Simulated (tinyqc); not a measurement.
Worked calculation: UKS/LDA (PW92) in the sto-6g basis, for LiH+, spin multiplicity 2. One step of it, computed by the program tinyqc.

Task: Iteration 2: diagonalisation and new density. Diagonalise F' = X^T F X, C = X C', fill 2 alpha and 1 beta electrons from the bottom; D(s) = C_occ C_occ^T. Each column has its largest component positive (the first on a tie).

extrapolated F(alpha) (hartree), lower triangle:
```
            1Li 1s     1Li 2s    1Li 2px    1Li 2py    1Li 2pz      2H 1s
1Li 1s   -2.114658
1Li 2s   -0.566792  -0.412422
1Li 2px  -0.000057  -0.001111  -0.190296
1Li 2py   0.000048   0.000021  -0.000589  -0.190263
1Li 2pz  -0.001234  -0.046623   0.000292  -0.000080  -0.216104
2H 1s    -0.016892  -0.119712  -0.000017   0.000010  -0.171177  -0.464793
```

extrapolated F(beta) (hartree), lower triangle:
```
            1Li 1s     1Li 2s    1Li 2px    1Li 2py    1Li 2pz      2H 1s
1Li 1s   -2.111900
1Li 2s   -0.564703  -0.390204
1Li 2px  -0.000066  -0.000569  -0.171642
1Li 2py  -0.000023   0.000030   0.000008  -0.171663
1Li 2pz   0.000237  -0.027408   0.000476  -0.000022  -0.186704
2H 1s    -0.016734  -0.098004   0.000009   0.000010  -0.135295  -0.225738
```

X, lower triangle:
```
            1Li 1s     1Li 2s   1Li 2px   1Li 2py    1Li 2pz     2H 1s
1Li 1s    1.022101
1Li 2s   -0.124321   1.035113
1Li 2px   0.000000   0.000000  1.000000
1Li 2py   0.000000   0.000000  0.000000  1.000000
1Li 2pz  -0.003133   0.019421  0.000000  0.000000   1.028179
2H 1s     0.013778  -0.096641  0.000000  0.000000  -0.140926  1.041032
```

Give: F' = X^T F X; orbital energies; coefficients C; F' = X^T F X; orbital energies; coefficients C; D(alpha) after iteration 2; D(beta) after iteration 2.

Result:

F' = X^T F X (alpha) (hartree), lower triangle:
```
        1       2       3       4       5       6
1  -2.072
2  -0.287  -0.311
3   0.000  -0.001  -0.190
4   0.000   0.000  -0.001  -0.190
5   0.000  -0.031   0.000   0.000  -0.189
6   0.013  -0.049   0.000   0.000  -0.086  -0.438
```

orbital energies (alpha) (hartree): MO1 -2.117, MO2 -0.480, MO3 -0.252, MO4 -0.191, MO5 -0.190, MO6 -0.160

coefficients C (alpha):
```
            MO1     MO2     MO3     MO4     MO5     MO6
1Li 1s    0.990  -0.060  -0.275   0.003  -0.003   0.033
1Li 2s    0.040   0.188   1.023  -0.012   0.011  -0.113
1Li 2px   0.000   0.001   0.018   0.713  -0.701   0.014
1Li 2py   0.000   0.000   0.000   0.701   0.713  -0.003
1Li 2pz   0.003   0.182   0.131  -0.010   0.014   1.013
2H 1s    -0.005   0.889  -0.407   0.008  -0.009  -0.397
```

F' = X^T F X (beta) (hartree), lower triangle:
```
        1       2       3       4       5       6
1  -2.069
2  -0.288  -0.289
3   0.000  -0.001  -0.172
4   0.000   0.000   0.000  -0.172
5   0.000  -0.013   0.000   0.000  -0.163
6   0.014  -0.054   0.000   0.000  -0.087  -0.193
```

orbital energies (beta) (hartree): MO1 -2.114, MO2 -0.308, MO3 -0.206, MO4 -0.172, MO5 -0.172, MO6 -0.085

coefficients C (beta):
```
            MO1     MO2     MO3     MO4     MO5     MO6
1Li 1s    0.990  -0.170  -0.217  -0.001   0.004  -0.063
1Li 2s    0.039   0.607   0.811   0.005  -0.017   0.261
1Li 2px   0.000   0.001   0.020  -0.214   0.977   0.003
1Li 2py   0.000   0.000  -0.001   0.977   0.214   0.000
1Li 2pz   0.001   0.376  -0.484  -0.002   0.007   0.838
2H 1s    -0.005   0.538  -0.392  -0.003   0.009  -0.818
```

D(alpha) after iteration 2, lower triangle:
```
         1Li 1s  1Li 2s  1Li 2px  1Li 2py  1Li 2pz  2H 1s
1Li 1s    0.983
1Li 2s    0.028   0.037
1Li 2px   0.000   0.000    0.000
1Li 2py   0.000   0.000    0.000    0.000
1Li 2pz  -0.008   0.034    0.000    0.000    0.033
2H 1s    -0.058   0.167    0.001    0.000    0.162  0.790
```

D(beta) after iteration 2, lower triangle:
```
         1Li 1s  1Li 2s  1Li 2px  1Li 2py  1Li 2pz  2H 1s
1Li 1s    0.980
1Li 2s    0.038   0.002
1Li 2px   0.000   0.000    0.000
1Li 2py   0.000   0.000    0.000    0.000
1Li 2pz   0.001   0.000    0.000    0.000    0.000
2H 1s    -0.005   0.000    0.000    0.000    0.000  0.000
```
